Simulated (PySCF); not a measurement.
Species: (CH3)2PPF2, C2H6F2P2.
Structure used (PBE0-D3(BJ)/def2-SVP), in Å, numbered top down from 1:
```xyz
12
C2H6F2P2 angstrom
C     -0.5060   -1.3297   -0.7075
P     -0.1148   -0.3058    0.7918
C      1.5855    0.2977    0.3556
P     -1.1978    1.4941    0.0483
F     -2.6858    0.8858    0.2411
F     -1.1103    2.3787    1.3979
H      0.0764   -2.2617   -0.6589
H     -0.2798   -0.8270   -1.6622
H     -1.5729   -1.5969   -0.6852
H      1.8773    1.0924    1.0589
H      1.6727    0.6782   -0.6746
H      2.2948   -0.5343    0.4834
```

The closed-shell ground state was solved at several levels (PySCF, density fitting, gas phase, non-relativistic).

```json
{"level": "KT2/pcSseg-1", "basis functions": "146", "HOMO (eV)": "-5.72", "LUMO (eV)": "-1.68", "gap (eV)": "4.04", "dipole (D)": "2.80"}
{"level": "B3LYP/pcSseg-1", "basis functions": "146", "HOMO (eV)": "-6.57", "LUMO (eV)": "-0.78", "gap (eV)": "5.79", "dipole (D)": "2.94"}
{"level": "KT3/pcSseg-1", "basis functions": "146", "HOMO (eV)": "-5.74", "LUMO (eV)": "-1.56", "gap (eV)": "4.18", "dipole (D)": "2.75"}
{"level": "mPW1PW91/pcSseg-1", "basis functions": "146", "HOMO (eV)": "-6.82", "LUMO (eV)": "-0.61", "gap (eV)": "6.21", "dipole (D)": "3.03"}
{"level": "B97-D/pcSseg-1", "basis functions": "146", "HOMO (eV)": "-5.64", "LUMO (eV)": "-1.40", "gap (eV)": "4.24", "dipole (D)": "2.83"}
```

Problem. Estimate the row for PBE0/pcSseg-1, a basis of 146 functions; the other rows only guide the guess.

Solution. HOMO -6.78 eV, LUMO -0.60 eV, gap 6.18 eV, dipole 3.01 D.

Problem. Over all these levels, which gives the widest orbital gap and which the narrowest?

Solution. mPW1PW91/pcSseg-1 (global hybrid, 25 % exact exchange) has the widest, 6.21 eV, and KT2/pcSseg-1 (GGA) the narrowest, 4.04 eV. From the narrowest to the widest the HOMO moves by -1.10 eV and the LUMO by +1.07 eV.

Problem. In the pcSseg-1 basis, how does the gap go with the fixed share of exact exchange?

Solution. KT2 (0 %) 4.04 eV; KT3 (0 %) 4.18 eV; B97-D (0 %) 4.24 eV; B3LYP (20 %) 5.79 eV; PBE0 (25 %) 6.18 eV; mPW1PW91 (25 %) 6.21 eV. Each rise in the share widens the gap here.

Problem. How far do the dipole and the HOMO energy spread over the levels?

Solution. The dipole runs from 2.75 to 3.03 D (mean 2.89 D) and the HOMO from -6.82 to -5.64 eV.

One conformer stands for the species.
